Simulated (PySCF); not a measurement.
# SMILES [C-]#[N+]/C=C/SC, C4H5NS

Geometry:
```
atom   x (Å)   y (Å)   z (Å)
  C1   3.615   0.391   0.324
  N2   2.455   0.284   0.228
  C3   1.110   0.180   0.129
  C4   0.540  -0.882  -0.447
  S5  -1.152  -1.189  -0.663
  C6  -1.940   0.271   0.075
  H7   0.562   1.012   0.548
  H8   1.143  -1.684  -0.848
  H9  -1.633   1.164  -0.461
 H10  -3.009   0.122  -0.038
 H11  -1.686   0.334   1.129
```

Computed with quadratic response PBE0/def2-SVPD first hyperpolarisability, Taylor convention, gas phase in PySCF. Geometry: GFN2-xTB.

Task: Give the tensor of the second harmonic β(−2ω;ω,ω) at 1064 nm in the axes of these coordinates.

Result: In au, Taylor convention; rows are the first index (the induced dipole):
```csv
,xx,yy,zz,xy,xz,yz
x,-805.0,+30.1,+47.2,-163.2,-116.5,-25.1
y,-179.8,+73.7,+27.4,+23.8,-27.4,-5.5
z,-125.1,-4.4,+64.0,-26.7,+42.9,+25.7
```
Norm of βᵢ = ⅓ Σⱼ (βᵢⱼⱼ + βⱼᵢⱼ + βⱼⱼᵢ): 740.5 au, hyper-Rayleigh value 343.1 au.
